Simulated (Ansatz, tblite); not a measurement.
Cost and result up the ladder for (NaH)2 ring (Na₂H₂) (4 atoms). The state is a singlet with charge 0. Geometry: PBE0-D4/def2-TZVP.

| atom | x (Å) | y (Å) | z (Å) |
| --- | --- | --- | --- |
| Na1 | 0.444 | -0.955 | 0.927 |
| H2 | 1.482 | 0.408 | -0.289 |
| Na3 | -0.444 | 0.954 | -0.927 |
| H4 | -1.481 | -0.408 | 0.290 |

Ansatz on 4 threads of Intel Xeon on a shared host; xTB runs through tblite on one thread. Times are rough, summed over both states, and most runs start from the orbitals of an earlier one. PBE0-D4/def2-TZVP serves as the yardstick here, not as an exact answer. The other state is a triplet.

The xTB rows come from tblite.

xTB has no spin-polarisation term.

| level | functions | wall time | vertical triplet (eV) | difference from PBE0-D4/def2-TZVP (eV) |
| --- | --- | --- | --- | --- |
| GFN2-xTB | 10 | 0.008 s | 4.28 | 1.08 |
| GFN1-xTB | 12 | 0.011 s | 5.41 | 2.20 |
| PBE-D4/def2-TZVP | 76 | 2.6 s | 2.92 | -0.29 |
| PBE0-D4/def2-TZVP | 76 | 3.2 s | 3.21 | 0.00 |
| r2SCAN-D4/def2-TZVP (with forces) | 76 | 4.8 s | 3.13 | -0.08 |
